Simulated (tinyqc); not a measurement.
Inside a calculation. Method: MP2 on RHF in the sto-6g basis, frozen core, for H3O+, spin multiplicity 1. One step of it, computed by the program tinyqc.

Question. Second-order Moller-Plesset energy. E2 = sum_ijab (ia|jb) [2 (ia|jb) - (ib|ja)] / (e_i + e_j - e_a - e_b) over occupied i, j and virtual a, b; the opposite-spin part is (ia|jb)^2 / denominator, the rest is same-spin, and SCS-MP2 scales them by 6/5 and 1/3.

orbital energies (hartree): MO1 -21.137495, MO2 -1.801645, MO3 -1.084706, MO4 -1.084487, MO5 -0.934723, MO6 0.080798, MO7 0.213851, MO8 0.214231

Two-electron integrals over orbitals (pq|rs), unique and non-zero (hartree); the lowest 1 orbital is frozen and left out:
```
(22|22) 0.741799    (32|32) 0.138503    (33|22) 0.667085    (33|33) 0.669356
(42|22) -0.000028   (42|33) -0.031280   (42|42) 0.138477    (43|32) -0.031277
(43|43) 0.040544    (44|22) 0.667072    (44|33) 0.588232    (44|42) 0.031292
(44|44) 0.669364    (52|22) -0.021069   (52|33) 0.006803    (52|42) 3.27e-06
(52|44) 0.006812    (52|52) 0.130035    (53|32) 0.005564    (53|43) 0.006018
(53|53) 0.038202    (54|22) 0.000018    (54|33) 0.006032    (54|42) 0.005575
(54|44) -0.006003   (54|52) 0.000009    (54|54) 0.038205    (55|22) 0.718157
(55|33) 0.647274    (55|42) -2.56e-06   (55|44) 0.647283    (55|52) 0.092189
(55|54) 0.000031    (55|55) 0.859821    (62|22) 0.153393    (62|33) 0.105266
(62|42) 0.000061    (62|44) 0.105273    (62|52) -0.025875   (62|54) 0.000030
(62|55) 0.134803    (62|62) 0.089865    (63|32) -0.007695   (63|43) 0.021830
(63|53) 0.008600    (63|63) 0.048993    (64|22) 0.000204    (64|33) 0.021991
(64|42) -0.007716   (64|44) -0.021677   (64|52) 0.000052    (64|54) 0.008614
(64|55) 0.000230    (64|62) 0.000128    (64|64) 0.049070    (65|22) -0.083376
(65|33) -0.049975   (65|42) 0.000054    (65|44) -0.049948   (65|52) 0.021977
(65|54) 0.000021    (65|55) -0.080739   (65|62) -0.053244   (65|64) -0.000069
(65|65) 0.039234    (66|22) 0.554528    (66|33) 0.516962    (66|42) 0.000189
(66|44) 0.517101    (66|52) -0.057784   (66|54) -0.000030   (66|55) 0.505158
(66|62) 0.076281    (66|64) -0.000021   (66|65) -0.041781   (66|66) 0.500699
(72|22) 0.000176    (72|33) -0.011572   (72|42) -0.046357   (72|44) 0.011804
(72|52) -0.000018   (72|54) -0.021731   (72|55) 0.000161    (72|62) 0.000050
(72|64) -0.034882   (72|65) -0.000074   (72|66) 0.000075    (72|72) 0.051090
(73|32) -0.036888   (73|43) 0.003641    (73|53) 0.007178    (73|63) 0.023113
(73|73) 0.032527    (74|22) -0.155002   (74|33) -0.127178   (74|42) 0.036873
(74|44) -0.119975   (74|52) -0.044503   (74|54) -0.007174   (74|55) -0.184528
(74|62) -0.079731   (74|64) -0.023213   (74|65) 0.040380    (74|66) -0.042512
(74|72) 0.002798    (74|74) 0.148041    (75|22) -0.000066   (75|33) 0.013683
(75|42) -0.045159   (75|44) -0.013774   (75|52) 0.000034    (75|54) -0.021329
(75|55) -0.000059   (75|62) -0.000070   (75|64) 0.016713    (75|65) -2.70e-06
(75|66) -0.000113   (75|72) 0.011597    (75|74) -0.016514   (75|75) 0.036377
(76|22) 2.52e-06    (76|33) 0.038273    (76|42) -0.091954   (76|44) -0.038358
(76|52) -0.000066   (76|54) 0.016398    (76|55) -0.000057   (76|62) -0.000006
(76|64) 0.043066    (76|65) -0.000057   (76|66) -0.000209   (76|72) -0.001080
(76|74) -0.046876   (76|75) 0.035593    (76|76) 0.110904    (77|22) 0.580675
(77|33) 0.522612    (77|42) 0.032215    (77|44) 0.595077    (77|52) 0.001253
(77|54) -0.012946   (77|55) 0.567750    (77|62) 0.070515    (77|64) -0.038637
(77|65) -0.028207   (77|66) 0.494830    (77|72) 0.021558    (77|74) -0.057991
(77|75) -0.018157   (77|76) -0.059527   (77|77) 0.577586    (82|32) 0.046345
(82|43) 0.011684    (82|53) 0.021733    (82|63) 0.034875    (82|73) 0.002972
(82|82) 0.051095    (83|22) 0.154990    (83|33) 0.119957    (83|42) 0.036852
(83|44) 0.127219    (83|52) 0.044510    (83|54) -0.007150   (83|55) 0.184537
(83|62) 0.079736    (83|64) -0.022968   (83|65) -0.040342   (83|66) 0.042701
(83|72) 0.003027    (83|74) -0.084884   (83|75) -0.016585   (83|76) -0.046958
(83|77) 0.093724    (83|83) 0.148071    (84|32) 0.036864    (84|43) -0.003606
(84|53) -0.007161   (84|63) -0.023048   (84|73) -0.030759   (84|82) -0.002928
(84|84) 0.032462    (85|32) 0.045174    (85|43) -0.013716   (85|53) 0.021331
(85|63) -0.016690   (85|73) -0.016576   (85|82) 0.011604    (85|84) 0.016553
(85|85) 0.036388    (86|32) 0.091921    (86|43) -0.038216   (86|53) -0.016375
(86|63) -0.042924   (86|73) -0.046955   (86|82) -0.001039   (86|84) 0.046889
(86|85) 0.035560    (86|86) 0.110680    (87|32) 0.032527    (87|43) -0.036339
(87|53) -0.012997   (87|63) -0.038833   (87|73) -0.018061   (87|82) -0.021469
(87|84) 0.018003    (87|85) 0.018244    (87|86) 0.059731    (87|87) 0.049601
(88|22) 0.580759    (88|33) 0.595204    (88|42) -0.032403   (88|44) 0.522574
(88|52) 0.001271    (88|54) 0.012988    (88|55) 0.567834    (88|62) 0.070573
(88|64) 0.038906    (88|65) -0.028265   (88|66) 0.494618    (88|72) -0.021392
(88|74) -0.093824   (88|75) 0.018181    (88|76) 0.059677    (88|77) 0.479007
(88|83) 0.057941    (88|88) 0.577877
```

Hartree-Fock energy = -76.03687025 hartree

Give: Terms; Pair energies; MP2 correlation energy; SCS-MP2 correlation energy; MP2 total energy.

Answer.

Terms (the 40 largest of 74):
```
i  j  a  b  (ia|jb)  (ib|ja)  denominator       term
4  4  7  7   0.1480   0.1480      -2.5967    -0.0084
3  3  8  8   0.1481   0.1481      -2.5979    -0.0084
4  3  7  8  -0.0849  -0.0308      -2.5973    -0.0045
3  4  8  7  -0.0849  -0.0308      -2.5973    -0.0045
2  3  6  8   0.0797   0.0349      -3.1814    -0.0031
3  2  8  6   0.0797   0.0349      -3.1814    -0.0031
4  2  7  6  -0.0797  -0.0349      -3.1808    -0.0031
2  4  6  7  -0.0797  -0.0349      -3.1808    -0.0031
2  2  6  6   0.0899   0.0899      -3.7649    -0.0021
5  4  6  7   0.0404   0.0167      -2.3139    -0.0011
4  5  7  6   0.0404   0.0167      -2.3139    -0.0011
3  5  8  6  -0.0403  -0.0167      -2.3145    -0.0011
5  3  6  8  -0.0403  -0.0167      -2.3145    -0.0011
4  4  6  6   0.0491   0.0491      -2.3306    -0.0010
3  3  6  6   0.0490   0.0490      -2.3310    -0.0010
2  5  6  6  -0.0532  -0.0532      -2.8980    -0.0010
5  2  6  6  -0.0532  -0.0532      -2.8980    -0.0010
5  5  6  6   0.0392   0.0392      -2.0310    -0.0008
2  2  8  8   0.0511   0.0511      -4.0318    -0.0006
2  2  7  7   0.0511   0.0511      -4.0310    -0.0006
5  5  8  8   0.0364   0.0364      -2.2979    -0.0006
5  5  7  7   0.0364   0.0364      -2.2971    -0.0006
3  3  7  7   0.0325   0.0325      -2.5971  -4.07e-04
4  4  8  8   0.0325   0.0325      -2.5974  -4.06e-04
4  3  8  7  -0.0308  -0.0849      -2.5973   2.77e-04
3  4  7  8  -0.0308  -0.0849      -2.5973   2.77e-04
4  4  7  6  -0.0232  -0.0232      -2.4636  -2.19e-04
4  4  6  7  -0.0232  -0.0232      -2.4636  -2.19e-04
3  3  6  7   0.0231   0.0231      -2.4641  -2.17e-04
3  3  7  6   0.0231   0.0231      -2.4641  -2.17e-04
4  3  8  6  -0.0230  -0.0230      -2.4642  -2.16e-04
3  4  6  8  -0.0230  -0.0230      -2.4642  -2.16e-04
3  4  8  6  -0.0230  -0.0230      -2.4642  -2.13e-04
4  3  6  8  -0.0230  -0.0230      -2.4642  -2.13e-04
5  3  7  8  -0.0166  -0.0166      -2.4475  -1.12e-04
3  5  8  7  -0.0166  -0.0166      -2.4475  -1.12e-04
5  3  8  7  -0.0166  -0.0166      -2.4475  -1.12e-04
3  5  7  8  -0.0166  -0.0166      -2.4475  -1.12e-04
5  4  8  8   0.0166   0.0166      -2.4477  -1.12e-04
4  5  8  8   0.0166   0.0166      -2.4477  -1.12e-04
```

Pair energies (hartree; pair i-j sums ij and ji):
```
pair  opposite spin  same spin
2-2         -0.0034          0
3-2         -0.0048    -0.0013
3-3         -0.0103          0
4-2         -0.0048    -0.0013
4-3         -0.0071    -0.0023
4-4         -0.0103          0
5-2         -0.0021          0
5-3         -0.0021  -4.83e-04
5-4         -0.0021  -4.84e-04
5-5         -0.0019          0
```

MP2 correlation energy = -0.054731 hartree

SCS-MP2 correlation energy = -0.060691 hartree

MP2 total energy = -76.091602 hartree
